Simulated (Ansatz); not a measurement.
Born–Oppenheimer molecular dynamics of C2H2O2 (6 atoms, charge 0, multiplicity 1). It starts at the highest image of a converged band. Of that band: Neighbouring images differ by up to 1.5 eV, so the band resolves the path poorly. A vibrational analysis at the climbing image gives one clearly imaginary mode, 1706i cm⁻¹: a first-order saddle point.

Level of theory: UKS LDA/def2-SVP (Ansatz 0.2.0).

```json
{
 "ensemble": "NVE (velocity Verlet)",
 "time step": "0.5 fs",
 "steps asked": "200",
 "starting velocities drawn for": "100 K",
 "seed": "5316"
}
```

First frame:

```xyz
6
Properties=species:S:1:pos:R:3
O 1.000 -0.032 -1.051
C 0.326 0.621 -0.145
C -0.622 -0.332 0.557
O -1.410 -0.042 1.413
H 1.220 1.107 -0.950
H -0.473 -1.387 0.130
```

Question: How far do the bonds stretch over the last three quarters of this one trajectory? (Pairs bonded in most of those frames.)

Answer: 
| bond | mean (Å) | spread (Å) | shortest | longest |
| --- | --- | --- | --- | --- |
| O1–C2 | 1.305 | 0.026 | 1.26 | 1.35 |
| O1–H5 | 1.002 | 0.048 | 0.91 | 1.08 |
| C2–C3 | 1.526 | 0.111 | 1.34 | 1.74 |
| C3–O4 | 1.207 | 0.014 | 1.18 | 1.23 |
| C3–H6 | 1.147 | 0.012 | 1.12 | 1.17 |

Mean temperature of the second half: 972 K. The conserved energy stayed within 0.46 meV per atom of its start (net change -0.34 meV per atom), so the integration is sound. The system heated up, since it started high on the potential surface and ran downhill. A run of 0.1 ps of so small a system gives no equilibrium averages.

Time of the run: 2.7 min on 2 threads of Arm Neoverse V1, on a shared host, peak memory 0.12 GiB.
